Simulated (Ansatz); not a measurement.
# C3H7ClO: the cost of one run

All numbers below are computed with Ansatz 0.2.0 (UKS B3LYP-D4/STO-3G).

## (1) The starting structure

Bond lengths: C1–O2 1.357 Å, O2–C3 1.399 Å, C3–C4 1.564 Å, C3–Cl5 1.782 Å, C1–H6 1.104 Å, C1–H7 1.128 Å, C1–H8 1.090 Å, C3–H9 1.066 Å, C4–H10 1.103 Å, C4–H11 1.147 Å, C4–H12 1.040 Å. Angles (14 of 19 angles, heavy atoms first): C1–O2–C3 111.3°, O2–C3–C4 111.3°, O2–C3–Cl5 110.9°, C4–C3–Cl5 106.3°, O2–C1–H6 115.4°, O2–C1–H7 113.3°, O2–C1–H8 110.6°, O2–C3–H9 114.5°, C4–C3–H9 108.0°, Cl5–C3–H9 105.4°, C3–C4–H10 106.5°, C3–C4–H11 107.2°, C3–C4–H12 115.3°, H6–C1–H7 106.7°.

Coordinates:

```xyz
12

C    -1.5551    0.8696   -0.4358
O    -0.8729   -0.1532    0.1397
C     0.5070    0.0717    0.1017
C     1.3043   -1.2594    0.3018
Cl    1.0103    1.1588    1.4208
H    -1.3221    1.0562   -1.4989
H    -1.4242    1.8521    0.1020
H    -2.6277    0.6779   -0.4106
H     0.8549    0.5324   -0.7942
H     0.9486   -1.9568   -0.4751
H     0.9147   -1.7459    1.2652
H     2.3391   -1.1586    0.3175
```

## (2) End point A

input.yaml reads:

```yaml
crystal:
  periodic: [false, false, false]
  atoms:
    - { symbol: C, position_ang: [-1.5551, 0.8696, -0.4358] }
    - { symbol: O, position_ang: [-0.8729, -0.1532, 0.1397] }
    - { symbol: C, position_ang: [0.507, 0.0717, 0.1017] }
    - { symbol: C, position_ang: [1.3043, -1.2594, 0.3018] }
    - { symbol: Cl, position_ang: [1.0103, 1.1588, 1.4208] }
    - { symbol: H, position_ang: [-1.3221, 1.0562, -1.4989] }
    - { symbol: H, position_ang: [-1.4242, 1.8521, 0.102] }
    - { symbol: H, position_ang: [-2.6277, 0.6779, -0.4106] }
    - { symbol: H, position_ang: [0.8549, 0.5324, -0.7942] }
    - { symbol: H, position_ang: [0.9486, -1.9568, -0.4751] }
    - { symbol: H, position_ang: [0.9147, -1.7459, 1.2652] }
    - { symbol: H, position_ang: [2.3391, -1.1586, 0.3175] }
magnetization:
  spin_polarized: true
basis:
  gaussian: { orbitals: STO-3G }
hamiltonian:
  xc: b3lyp
  dispersion: d4
relax:
  f_tol: 0.02
  max_steps: 50
```

On the command line:

```bash
$ ansatz run input.yaml --threads 1 --pin off --max-ram 2048MiB --backend cpu --events-out ev --progress --plain --runs-dir out
```

What time and memory should one allow on 1 thread of Arm Neoverse V1, shared host?

About 25 s, with a peak of 0.15 GiB.
